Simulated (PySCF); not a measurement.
# A diatomic session: BN

An exercise on one series of results from a longer session: the logs are not shown, and one member is left open.

Program: PySCF 2.14.0. Level of theory: B STO-3G, N STO-3G, no relativity. These are calculated values, not measurements.

The first run:

The job is set up so:

* atoms: B, N
* charge: 0
* basis: B STO-3G, N STO-3G
* Hamiltonian: no relativity
* basis functions: 10
* electrons treated: 12
* masses in u: 11.0093, 14.0031
* levels: PBE0, PBE, r²SCAN, PW91, BLYP, TPSSh, CAM-B3LYP, HF, MP2, SCS-MP2, CCSD, CCSD(T)
* grid: 80 radial by 434 angular points
* occupations: held fixed by the projection of orbital angular momentum
* dissociation limit: B + N, each in its ground configuration
* starting distance in angstrom: 1.470
* values of 2S to try: 0, 2, 4

Run with:

```sh
$ OMP_NUM_THREADS=1 python dia.py task.json out
```

Among the steps run: Input; PBE0 along the bond; Other states along the same grid; PBE; r²SCAN (meta-GGA); PW91 (GGA); BLYP (GGA); TPSSh (hybrid meta-GGA); CAM-B3LYP (range-separated hybrid); ROHF (mean field); Adding correlation.

One of the session's tables, all rows but one given; the rest of the session is left out.

It belongs to the step «The curves together». Energy (eV) from each level's lowest point:

| R (Å) | ROHF | ROHF-MP2 | ROHF-SCS-MP2 | ROHF-CCSD | ROHF-CCSD(T) |
| --- | --- | --- | --- | --- | --- |
| 1.153 | 1.104 | 1.699 | 1.674 | n/a | n/a |
| 1.207 | 0.384 | 0.800 | 0.782 | 0.800 | 0.867 |
| 1.260 | 0.053 | 0.277 | 0.267 | 0.273 | 0.317 |
| 1.301 | 0.000 | 0.075 | 0.070 | 0.071 | 0.095 |
| 1.341 | 0.077 | 0.000 | 0.000 | 0.000 | 0.000 |
| 1.381 | 0.256 | 0.027 | 0.030 | 0.033 | 0.006 |
| 1.435 | ? | ? | ? | ? | ? |
| 1.502 | 1.170 | 0.555 | 0.555 | 0.548 | 0.423 |
| 1.582 | 1.888 | 1.256 | 1.242 | 1.104 | 0.895 |
| 1.690 | 2.568 | 2.821 | 2.753 | n/a | n/a |

Q: Estimate the row for R (Å) = 1.435 from the others.

Worked estimate for «ROHF». A straight line through the neighbours (1.381, 0.256) and (1.502, 1.170) gives 0.256 + (1.170 − 0.256) × (1.435 − 1.381) / (1.502 − 1.381) = 0.664; a parabola fitted to 4 rows on both sides gives 0.634.

The run gave: ROHF: 0.611; ROHF-MP2: 0.191; ROHF-SCS-MP2: 0.195; ROHF-CCSD: 0.199; ROHF-CCSD(T): 0.132. In «ROHF» the line misses by +0.053 and the parabola by +0.023.

State 4 has its PBE0 minimum 1.65 eV higher. The other levels ran on the lowest alone.
